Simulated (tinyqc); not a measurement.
FCI on RHF in the sto-6g basis, for HF, spin multiplicity 1, step by step. One step of it, computed by the program tinyqc.

Problem. FCI: roots. Diagonalise (each vector has its largest component positive (the first on a tie)); all determinants have Ms = 0, so triplets appear too. The lowest singlet root is the correlation energy.

Occupation strings over the orbitals (2 doubly, a alpha, b beta, 0 empty; spin orbitals ordered 1a 1b 2a 2b ...): 222220 22a22b 2a222b a2222b 22b22a 2b222a b2222a 222202 222022 220222 2ab222 a2b222 2ba222 202222 ab2222 b2a222 ba2222 022222

H - E(HF) between determinants (hartree), lower triangle:
```
,222220,22a22b,2a222b,a2222b,22b22a,2b222a,b2222a,222202,222022,220222,2ab222,a2b222,2ba222,202222,ab2222,b2a222,ba2222,022222
222220,0.000000
22a22b,0.000000,0.612311
2a222b,0.000000,-0.012573,1.408396
a2222b,0.000000,-0.019948,0.025449,25.918638
22b22a,0.000000,-0.191967,-0.052149,0.005651,0.612311
2b222a,0.000000,-0.052149,-0.094641,-0.016564,-0.012573,1.408396
b2222a,0.000000,0.005651,-0.016564,-0.025322,-0.019948,0.025449,25.918638
222202,0.030631,0.017226,0.038552,0.009716,-0.017226,-0.038552,-0.009716,1.181368
222022,0.030631,0.017226,0.038552,0.009716,-0.017226,-0.038552,-0.009716,0.053789,1.181368
220222,0.191967,0.100033,-0.092479,-0.002179,-0.100033,0.092479,0.002179,0.043950,0.043950,1.339701
2ab222,-0.052149,0.092479,-0.171727,0.005905,-0.031331,0.055786,0.020331,0.038377,0.038377,0.115137,2.133122
a2b222,0.005651,0.002179,0.005905,-0.358721,-0.019430,0.024849,0.009512,0.010107,0.010107,0.038886,0.024470,26.669318
2ba222,0.052149,-0.031331,0.055786,0.020331,0.092479,-0.171727,0.005905,-0.038377,-0.038377,-0.115137,-0.153083,-0.020825,2.133122
202222,0.094641,0.055786,0.054673,-0.005719,-0.055786,-0.054673,0.005719,0.184092,0.184092,0.153083,0.108014,-0.008124,-0.108014,3.047682
ab2222,-0.016564,-0.020331,0.005719,-0.161867,0.024849,-0.010884,0.026567,-0.039345,-0.039345,-0.020825,0.008124,-0.222502,0.022876,-0.012135,27.717030
b2a222,-0.005651,-0.019430,0.024849,0.009512,0.002179,0.005905,-0.358721,-0.010107,-0.010107,-0.038886,-0.020825,-0.022251,0.024470,0.008124,0.021797,26.669318
ba2222,0.016564,0.024849,-0.010884,0.026567,-0.020331,0.005719,-0.161867,0.039345,0.039345,0.020825,0.022876,0.021797,0.008124,0.012135,-0.082010,-0.222502,27.717030
022222,0.025322,0.009512,0.026567,-0.166856,-0.009512,-0.026567,0.166856,0.030384,0.030384,0.022251,0.021797,-0.113595,-0.021797,0.082010,0.488581,0.113595,-0.488581,56.173427
```

Give: lowest roots of this matrix, relative to E(HF); lowest vectors; <S^2> of these roots; weight of the ground state by excitation level 0, 1, 2, ....

Solution.

lowest roots of this matrix, relative to E(HF) (hartree): -0.0341  0.4139  0.7573  1.1276  1.1537  1.2974  1.3361  1.4960

lowest vectors:
```
,root 1,root 2,root 3,root 4
222220,0.9882,0.0000,-0.0499,0.0000
22a22b,0.0150,0.7051,0.6824,0.0000
2a222b,-0.0028,0.0476,-0.0785,0.0000
a2222b,0.0000,0.0004,0.0008,0.0000
22b22a,-0.0150,0.7051,-0.6824,0.0000
2b222a,0.0028,0.0476,0.0785,0.0000
b2222a,0.0000,0.0004,-0.0008,0.0000
222202,-0.0175,0.0000,-0.0018,0.7071
222022,-0.0175,0.0000,-0.0018,-0.7071
220222,-0.1419,0.0000,-0.2202,0.0000
2ab222,0.0299,-0.0240,-0.0514,0.0000
a2b222,-0.0001,0.0004,-0.0002,0.0000
2ba222,-0.0299,-0.0240,0.0514,0.0000
202222,-0.0237,0.0000,-0.0076,0.0000
ab2222,0.0005,-0.0001,0.0010,0.0000
b2a222,0.0001,0.0004,0.0002,0.0000
ba2222,-0.0005,-0.0001,-0.0010,0.0000
022222,-0.0004,0.0000,0.0000,0.0000
```

<S^2> of these roots: 0.0000  2.0000  0.0000  0.0000  0.0000  2.0000  0.0000  0.0000

weight of the ground state by excitation level 0, 1, 2, ...: 0.9765  0.0005  0.0231
